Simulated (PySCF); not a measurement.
C2H4O2, SMILES COC=O, PBE0/def2-SVP optimised geometry.

```
8

C     -1.25    -0.66     0.01
O      0.16    -0.49     0.00
C      0.59     0.76     0.00
O     -0.10     1.74     0.00
H     -1.70    -0.21    -0.89
H     -1.44    -1.74     0.02
H     -1.70    -0.18     0.89
H      1.70     0.76     0.00
```

Density from PBE0/def2-TZVP run with PySCF at that geometry.

Minimum of the electron density along straight lines between bonded atoms, close to the bond critical point (lines longer than 1.1 times the sum of covalent radii, or with two minima, are not listed):

```json
[
 {"bond": "C1–O2", "length / Å": "1.420", "ρ at the minimum / e bohr⁻³": "0.251", "∇²ρ there / e bohr⁻⁵": "-0.45", "position (fraction from the first atom)": "0.35"},
 {"bond": "O2–C3", "length / Å": "1.330", "ρ at the minimum / e bohr⁻³": "___", "∇²ρ there / e bohr⁻⁵": "-0.58", "position (fraction from the first atom)": "0.66"},
 {"bond": "C3–O4", "length / Å": "1.197", "ρ at the minimum / e bohr⁻³": "___", "∇²ρ there / e bohr⁻⁵": "___", "position (fraction from the first atom)": "0.34"},
 {"bond": "C1–H5", "length / Å": "1.100", "ρ at the minimum / e bohr⁻³": "0.280", "∇²ρ there / e bohr⁻⁵": "-0.98", "position (fraction from the first atom)": "0.65"},
 {"bond": "C1–H6", "length / Å": "1.096", "ρ at the minimum / e bohr⁻³": "0.283", "∇²ρ there / e bohr⁻⁵": "-1.00", "position (fraction from the first atom)": "0.65"},
 {"bond": "C1–H7", "length / Å": "1.100", "ρ at the minimum / e bohr⁻³": "0.280", "∇²ρ there / e bohr⁻⁵": "-0.98", "position (fraction from the first atom)": "0.65"},
 {"bond": "C3–H8", "length / Å": "1.110", "ρ at the minimum / e bohr⁻³": "0.280", "∇²ρ there / e bohr⁻⁵": "-1.01", "position (fraction from the first atom)": "0.66"}
]
```

Fill in the missing entries.


- O2–C3, ρ at the minimum / e bohr⁻³: 0.317
- C3–O4, ρ at the minimum / e bohr⁻³: 0.437
- C3–O4, ∇²ρ there / e bohr⁻⁵: -0.06
